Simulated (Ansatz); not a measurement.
# How far a parabola holds: energy against volume of bcc Ta

We consider bcc Ta, described by BLYP in Ansatz (plane waves, PAW). Run with plane-wave cutoff 520 eV, 24×24×24 k mesh, Fermi–Dirac smearing 0.05 eV, scalar-relativistic PAW data made under PBE. The cell has no free parameter but its volume, all volumes share cutoff and mesh, and the runs aren't spin-polarised. Energies are free energies at the run's smearing, counted from the lowest row; static lattice.

| V (Å³/atom) | E (meV/atom) |
|---|---|
| 17.719 | ? |
| 18.096 | 18.15 |
| 18.473 | 4.36 |
| 18.850 | 0.00 |
| 19.227 | 4.18 |
| 19.604 | 16.08 |

The 5 complete rows are fitted with a parabola, E against V. With u = V - 18.9, the rows have u = -0.8040, -0.4270, -0.0500, 0.3270, 0.7040. Least squares gives E = 0.012 + 1.8655·u + 30.1135·u². Residuals (row less fit): 0.172, -0.346, 0.006, 0.338, -0.170; standard error 0.382 (degrees of freedom: 2). The fitted curve has its minimum at V = 18.9, where E = -0.02. Its curvature is d²E/dV² = 2 × 30.1135 meV/Å⁶, so B = V0·d²E/dV² × 0.1602 = 182 GPa.

**Question.** What does the fit predict for E at V = 17.719, and how far is the calculated value from it?

**Answer.** u = -1.1810, so E = 0.012 + 1.8655 × (-1.1810) + 30.1135 × (-1.1810)² = 39.810 meV/atom. The calculation gives 42.37 meV/atom, 2.560 meV/atom above the prediction (6.0 % of the range of E in the table). The row lies outside the fitted rows, so this is an extrapolation. From the scatter of the fitted rows alone, a prediction at this place has a standard error of 0.905 meV/atom, so the miss is 2.8 times that.

The residuals are curvature that a parabola lacks, not noise. A solid that stiffens under compression and softens on expansion lies above the parabola at the compressed end and under it at the expanded end, as this row does. A third-order Birch-Murnaghan fit to the whole scan has B0 = 181 GPa. Only scans are tabulated whose curvature falls smoothly with volume, and where the parabola meets the shown rows within 5 % of their range and misses the end by 0.1 meV or more.

Measured, for comparison: bulk modulus 198 GPa (corrected for temperature and zero-point phonon effects, sources range from 194 to 203; as tabulated in Levämäki et al. (2014), arXiv:1402.3671). Computed less measured: bulk modulus -9 % (-7 % to -11 % over the range).

Spin–orbit coupling is not included.

Ansatz is an electronic-structure program.
